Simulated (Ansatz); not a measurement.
# C2H9Al: the cost of one run

All numbers below are computed with Ansatz 0.2.0 (UKS PBE0/6-31G).

### Step 1. The structure to begin with

Bond lengths: Al1–C2 2.290 Å, C2–C3 1.530 Å, Al1–H4 1.540 Å, Al1–H5 1.542 Å, Al1–H6 1.750 Å, C2–H8 1.092 Å, C2–H9 1.097 Å, C3–H10 1.092 Å, C3–H11 1.130 Å, C3–H12 1.090 Å. Angles (14 of 18 angles, heavy atoms first): Al1–C2–C3 80.3°, Al1–C2–H8 133.6°, Al1–C2–H9 113.3°, C3–C2–H8 109.2°, C3–C2–H9 108.8°, C2–Al1–H4 113.4°, C2–Al1–H5 119.4°, C2–Al1–H6 37.7°, C2–C3–H10 111.2°, C2–C3–H11 111.6°, C2–C3–H12 113.5°, H8–C2–H9 106.3°, H4–Al1–H5 118.9°, H4–Al1–H6 118.9°.

Structure file:

```xyz
12

Al   -0.4267    0.5239    1.2722
C     0.3676   -0.8090   -0.4118
C     0.0127    0.4418   -1.2188
H    -1.9586    0.4709    1.4243
H     0.3107    1.8342    1.6126
H     0.4473   -0.9634    0.9800
H     0.4839   -1.1202    1.9594
H     1.3656   -1.1487   -0.6959
H    -0.3219   -1.6156   -0.6885
H     0.8998    1.0427   -1.4270
H    -0.6879    1.1201   -0.6472
H    -0.4923    0.2234   -2.1593
```

### Step 2. Run 1

150 steps of 0.5 fs at constant energy, with velocities drawn for 300 K.

File input.yaml:

```yaml
crystal:
  periodic: [false, false, false]
  atoms:
    - { symbol: Al, position_ang: [-0.4267, 0.5239, 1.2722] }
    - { symbol: C, position_ang: [0.3676, -0.809, -0.4118] }
    - { symbol: C, position_ang: [0.0127, 0.4418, -1.2188] }
    - { symbol: H, position_ang: [-1.9586, 0.4709, 1.4243] }
    - { symbol: H, position_ang: [0.3107, 1.8342, 1.6126] }
    - { symbol: H, position_ang: [0.4473, -0.9634, 0.98] }
    - { symbol: H, position_ang: [0.4839, -1.1202, 1.9594] }
    - { symbol: H, position_ang: [1.3656, -1.1487, -0.6959] }
    - { symbol: H, position_ang: [-0.3219, -1.6156, -0.6885] }
    - { symbol: H, position_ang: [0.8998, 1.0427, -1.427] }
    - { symbol: H, position_ang: [-0.6879, 1.1201, -0.6472] }
    - { symbol: H, position_ang: [-0.4923, 0.2234, -2.1593] }
magnetization:
  spin_polarized: true
basis:
  gaussian: { orbitals: "6-31G" }
hamiltonian:
  xc: pbe0
md:
  timestep: 0.5
  n_steps: 150
  ensemble: nve
  temperature: 300.0
  initial_velocities: maxwell_boltzmann
  seed: 254394
```

The run is started by

```console
$ ansatz run input.yaml --threads 1 --pin off --max-ram 2048MiB --backend cpu --events-out ev --progress --plain --runs-dir out
```

Q: Estimate wall time and peak memory on 1 thread of Intel Xeon Platinum 8488C (Sapphire Rapids), shared host.

About 6.4 min, with a peak of 0.18 GiB.
